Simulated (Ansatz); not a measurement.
## B2FH3, SMILES BBF: a relaxed scan of one distance, step by step

Computed with the Python package of Ansatz (0.2.0).

The cells in order, each with its output:

**Cell 1**
```python
import ansatz as az
from ase import Atoms
import numpy as np
```

**Cell 2**
```python
atoms = Atoms(["B", "B", "F", "H", "H", "H"], positions=[
    (-0.4068, 0.1454, -0.688),
    (0.4196, -0.2636, 0.6288),
    (0.6652, 0.7, 1.66),
    (-0.6054, -0.5839, -1.5569),
    (-0.8557, 1.2895, -0.8126),
    (0.8252, -1.3515, 0.7226),
])
mol = az.Crystal.molecule_from_ase(atoms)

job = (
    mol.calculation()
    .basis(gaussian="def2-SVP")
    .functional("PBE0")
)
symbols = [site.symbol for site in mol.cartesian_sites]
pairs = [(0, 1), (0, 3), (0, 4), (1, 2), (1, 5)]
print("held (A)   E (eV)        ", "  ".join(f"{symbols[i]}{i}-{symbols[j]}{j}" for i, j in pairs))
for length in [1.32, 1.43, 1.55, 1.72, 1.93]:
    data = job.relax(constraints=[az.DistanceConstraint((1, 2), at=length)], force_tolerance=0.02, max_steps=60).run(threads=1).report
    xyz = np.array(data["positions_ang"])
    print(f"{length:6.2f} {data['free_energy_ev']:14.5f}  ", "  ".join(f"{np.linalg.norm(xyz[i] - xyz[j]):.3f}" for i, j in pairs))
```
Output:
```text
held (A)   E (eV)         B0-B1  B0-H3  B0-H4  B1-F2  B1-H5
DeckWarning: relax.constraints: the input's atoms, or those drawn, lie off the distances that are held; a relaxation that starts there is brought onto them ahead of its first SCF, by positions alone, [...]
  1.32    -4110.21607   1.686  1.211  1.211  1.320  1.221
  1.43    -4110.03985   1.680  1.210  1.210  1.430  1.213
  1.55    -4109.54581   1.675  1.210  1.210  1.550  1.206
  1.72    -4108.65262   1.664  1.208  1.208  1.720  1.200
  1.93    -4108.33582   1.634  1.217  1.217  1.930  1.199
```

Caveats:
- The settings weren't tested for convergence.
- Warnings are shown shortened and without file and line.
- The energies are electronic: no zero-point or thermal terms, and the basis set is short of its limit.
- It ran for 73 s on 1 thread of Arm Neoverse V2, with other jobs on the host, peak memory 0.18 GiB.

(Lines on the test bed's own set-up are left out of the output.)
